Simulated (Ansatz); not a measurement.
**AlSiH₃ (triplet): from Hartree-Fock to the top rungs, cc-pVTZ**

An exercise on one series of results from a longer session: the logs are not shown, and one member is left open.

Program: Ansatz 0.2.0, Gaussian basis. Level of theory: cc-pVTZ, core rule «outside noble gas», up to 10 orbitals frozen. These are calculated values, not measurements.

To be run: UHF; CCSD(T) on ROHF; CCSD(T) on UHF; BCCD(T) on ROHF; CCSDT(Q) on ROHF; CCSDT(Q) on UHF.

9 further runs of the same task are left out: 5 for a known fault of the program, 4 set aside as unsound or not needed.

## The system

The geometry is a PBE0/def2-TZVP stationary point (not a proven minimum).

5 atoms, charge 0, spin multiplicity 3.

Atoms are counted from 1 here; the program's logs count them from 0.

Bond lengths: Si1–Al2 2.389 Å, Si1–H3 1.498 Å, Al2–H4 1.587 Å, Al2–H5 1.583 Å. Angles: Al2–Si1–H3 124.9°, Si1–Al2–H4 119.4°, Si1–Al2–H5 117.5°, H4–Al2–H5 123.1°.

Coordinates:

```csv
atom,x (Å),y (Å),z (Å)
Si1,0.00000,-0.08807,1.20072
Al2,0.00000,0.04521,-1.18437
H3,0.00000,1.09044,2.12565
H4,0.00000,1.46864,-1.88560
H5,0.00000,-1.31543,-1.99267
```

Set-up of the first run:

File in.yaml:

```yaml
crystal:
  periodic: [false, false, false]
  atoms:
    - {symbol: Si, position_ang: [0.000000, -0.088069, 1.200716]}
    - {symbol: Al, position_ang: [0.000000, 0.045214, -1.184371]}
    - {symbol: H, position_ang: [0.000000, 1.090439, 2.125646]}
    - {symbol: H, position_ang: [0.000000, 1.468638, -1.885604]}
    - {symbol: H, position_ang: [0.000000, -1.315430, -1.992670]}
basis:
  gaussian: {orbitals: cc-pVTZ}
magnetization: {spin_polarized: true, initial_magnetization: 2}
hamiltonian: {xc: hf}
output: {orbitals: {seedname: orbitals}}
```

Launch:

```console
$ ansatz run in.yaml --threads 1 --pin off --events-out ev --progress --plain --max-ram 2816MiB --backend cpu
```

Steps of the session up to this table: UHF; CCSD(T) on ROHF; CCSD(T) on UHF; BCCD(T) on ROHF; CCSDT(Q) on ROHF; CCSDT(Q) on UHF.

One of the session's tables, all rows but one given; the rest of the session is left out.

| method | from UCCSDT(Q) (meV) |
| --- | --- |
| ROHF | +5816.3 |
| UHF | +5707.9 |
| RMP2 | +1256.5 |
| UMP2 | +1266.0 |
| RCCSD | ? |
| UCCSD | +228.4 |
| RCCSD(T) | +48.9 |
| UCCSD(T) | +48.2 |
| BCCD(T) | +47.5 |
| RCCSDT | +9.5 |
| UCCSDT | +8.1 |
| RCCSDT(Q) | +1.5 |
| UCCSDT(Q) | 0 |

Estimate the missing values for RCCSD.

As computed: from UCCSDT(Q) (meV): +233.0. In the column «from UCCSDT(Q) (meV)» it lies between UCCSD (+228.4) and RMP2 (+1256.5).

With the free atoms at the same levels and basis (separate runs), the atomisation energy is 10.688 eV at UCCSDT(Q), 10.676 eV at RCCSD(T), 10.674 eV at UCCSD(T), 8.635 eV at ROHF.

To keep in mind: Restricted and unrestricted rows rest on different reference determinants; where their highest levels disagree by more than a few hundredths of an eV, they describe different states and don't form one ladder.
